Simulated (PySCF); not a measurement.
# A search over the determinants of AlH

Unrestricted PBE0; basis Al def2-TZVP, H def2-TZVP; no relativity; PySCF 2.14. Outer shells of the fragments: Al 3s2 3p1; H 1s1.

Followed along the bond (rough minima from three points):

| 2Ms+1 | unpaired | ⟨S²⟩ at the start | R at minimum (Å) | Te (eV) |
| --- | --- | --- | --- | --- |
| 1 | none | 0.00 | 1.67 | 0.00 |
| 3 | σ ↑, π ↑ | 2.00 | 1.61 | 1.67 |

Solutions found at the starting distance of 1.515 Å, counted from the lowest of them; the search is not exhaustive and high or unbound solutions are not listed, so other states can lie among these:

| 2Ms+1 | unpaired | term | E (eV) | ⟨S²⟩ | ⟨Lz²⟩ | μ (D) |
| --- | --- | --- | --- | --- | --- | --- |
| 1 | none | ¹Σ⁺ | 0.00 | 0.00 | 0.00 | 0.48 |
| 3 | σ ↑, π ↑ | ³Π | 1.59 | 2.00 | 1.00 | -0.48 |
| 1 | σ ↑, π ↓ | mixed | 2.05 | 1.02 | 1.01 | -0.38 |
| 3 | π ↑↑ | ³Σ⁻ | 4.65 | 2.11 | 0.00 | -1.13 |
| 1 | π ↑↓ | mixed | 5.05 | 1.01 | 2.02 | -1.28 |
| 3 | σ ↑↑ | ³Σ⁺ | 5.23 | 2.00 | 0.00 | 0.96 |
| 1 | none | mixed | 5.81 | 0.00 | 2.00 | -1.27 |

A term symbol is given only where ⟨S²⟩ and ⟨Lz²⟩ are close to those of a pure state; real π, δ and φ orbitals otherwise mix terms. A positive dipole means Al(−)H(+).

Question: Compare the gap between the two lowest followed solutions at the starting distance with the gap between their minima.

Answer: At PBE0 the second solution (triplet, unpaired electrons σ ↑, π ↑) lies +1.59 eV from the first (singlet, closed shell) at 1.515 Å and +1.67 eV at the minima; the two curves relax by different amounts, since their minima lie near 1.61 and 1.67 Å.

Counting both spins, an empty level lies below a filled one in some of these solutions, because spin and occupation are held.
